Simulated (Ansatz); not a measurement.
Results of the Gaussian-basis code of Ansatz.

A structure relaxed at PBE0-D4/def2-TZVP, charge 0, multiplicity 1:

Cartesian coordinates in Å:
```
F 1.733 0.444 0.626
C 0.727 0.354 -0.341
Al -0.940 -0.440 0.377
H 1.124 -0.231 -1.182
H 0.556 1.363 -0.740
H -1.042 -0.892 1.890
H -2.158 -0.597 -0.631
```

Problem. Give its formula and SMILES.

Solution. CH4AlF, `F[CH2][AlH2]`.

Problem. Point group (tolerance 0.08 Å, 0.16 Å for H)?

Solution. Cs.

Problem. Summarise the bond lengths by kind.

Solution. 1 × C–F 1.398 Å; 1 × Al–C 1.981 Å; 2 × C–H 1.099 Å; 2 × Al–H 1.583 to 1.589 Å.
